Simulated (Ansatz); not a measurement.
Computed with Ansatz on PBE0-D4/def2-TZVP structures; ΔE is electronic, products minus reactants. CCSD(T)/CBS adds triple-zeta CCSD(T) − MP2 to the extrapolated MP2 energy (def2 sets, frozen cores). DFT in def2-TZVPP. B3LYP here is the variant with VWN-RPA as its local correlation; programs differ in this. One conformer a species, not always the lowest.

Consider the isomerisation: `NC1=COC1` → `CC1=C(O)N1`.

`NC1=COC1`:

Z-matrix (Å, degrees):
```
C
O 1 1.453
C 1 1.960 2 45.5
C 1 1.502 2 88.4 3 0.8
H 1 1.093 2 111.0 3 120.1
H 1 1.092 2 110.8 3 -116.2
H 3 1.081 1 169.1 2 -14.7
N 4 1.384 1 132.2 2 -172.8
H 8 1.011 4 113.5 1 -56.4
H 8 1.010 4 113.1 1 177.5
```

`CC1=C(O)N1`:

Z-matrix (Å, degrees):
```
C
C 1 1.456
H 1 1.094 2 112.0
H 1 1.095 2 110.3 3 -120.0
H 1 1.092 2 110.0 3 120.4
C 2 1.272 1 162.6 3 -145.5
N 2 1.586 1 134.9 3 74.7
O 6 1.321 2 152.9 1 25.5
H 7 1.026 2 107.7 1 -93.1
H 8 0.965 6 107.8 2 -170.9
```

| level | ΔE (kJ/mol) | difference from CCSD(T)/CBS |
| --- | --- | --- |
| PBE-QIDH | 122.1 | 3.9 |
| BLYP | 106.3 | -11.9 |
| PBE0 | 117.9 | -0.3 |
| B3LYP | 113.9 | -4.3 |
| r2SCANh | 116.4 | -1.8 |
| CAM-B3LYP | 120.8 | 2.6 |
| RPA@PBE/def2-TZVPP | 120.9 | 2.7 |
| HF/def2-TZVPP | 128.0 | 9.8 |
| HF/def2-QZVPP | 127.6 | 9.4 |
| CCSD/CBS(def2) | 120.6 | 2.4 |
| CCSD(T)/CBS | 118.2 | 0 |

Largest T1 diagnostic among the species: 0.013.

Leaving LDA and LC-ωPBE aside and taking each functional with its dispersion term where it has one, the values, not all of them listed here, spread over 15.6 kJ/mol, from BLYP-D4 to BHLYP-D4. LDA lies +12.4 kJ/mol from PBE without D4. From BLYP to BHLYP (50 % exact exchange), in def2-TZVPP and without D4, ΔE moves by +17.2 kJ/mol.
